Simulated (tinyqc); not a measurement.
Worked calculation: UKS/PBE0 in the sto-3g basis, for H2O, spin multiplicity 3. One step of it, computed by the program tinyqc.

Problem. Orthogonalisation. S = U s U^T; symmetric (Loewdin) form X = U s^(-1/2) U^T, so that X^T S X = 1.

overlap S, order 1O 1s, 1O 2s, 1O 2px, 1O 2py, 1O 2pz, 2H 1s, 3H 1s:
$$\begin{pmatrix}
1.000000 & 0.236704 & 0.000000 & 0.000000 & 0.000000 & 0.029110 & 0.029110 \\
0.236704 & 1.000000 & 0.000000 & 0.000000 & 0.000000 & 0.321590 & 0.321590 \\
0.000000 & 0.000000 & 1.000000 & 0.000000 & 0.000000 & 0.000000 & 0.000000 \\
0.000000 & 0.000000 & 0.000000 & 1.000000 & 0.000000 & 0.225391 & -0.225391 \\
0.000000 & 0.000000 & 0.000000 & 0.000000 & 1.000000 & 0.191388 & 0.191388 \\
0.029110 & 0.321590 & 0.000000 & 0.225391 & 0.191388 & 1.000000 & 0.150311 \\
0.029110 & 0.321590 & 0.000000 & -0.225391 & 0.191388 & 0.150311 & 1.000000
\end{pmatrix}$$

Give: eigenvalues of S; X.

Solution.

eigenvalues of S: [0.5043, 0.5974, 0.8836, 1.0000, 1.1089, 1.2523, 1.6535]

X, order 1O 1s, 1O 2s, 1O 2px, 1O 2py, 1O 2pz, 2H 1s, 3H 1s:
$$\begin{pmatrix}
1.0232 & -0.1326 & 0.0000 & 0.0000 & -0.0058 & 0.0163 & 0.0163 \\
-0.1326 & 1.1108 & 0.0000 & 0.0000 & 0.0516 & -0.1760 & -0.1760 \\
0.0000 & 0.0000 & 1.0000 & 0.0000 & 0.0000 & 0.0000 & 0.0000 \\
0.0000 & 0.0000 & 0.0000 & 1.0478 & 0.0000 & -0.1377 & 0.1377 \\
-0.0058 & 0.0516 & 0.0000 & 0.0000 & 1.0300 & -0.1026 & -0.1026 \\
0.0163 & -0.1760 & 0.0000 & -0.1377 & -0.1026 & 1.0875 & -0.0522 \\
0.0163 & -0.1760 & 0.0000 & 0.1377 & -0.1026 & -0.0522 & 1.0875
\end{pmatrix}$$
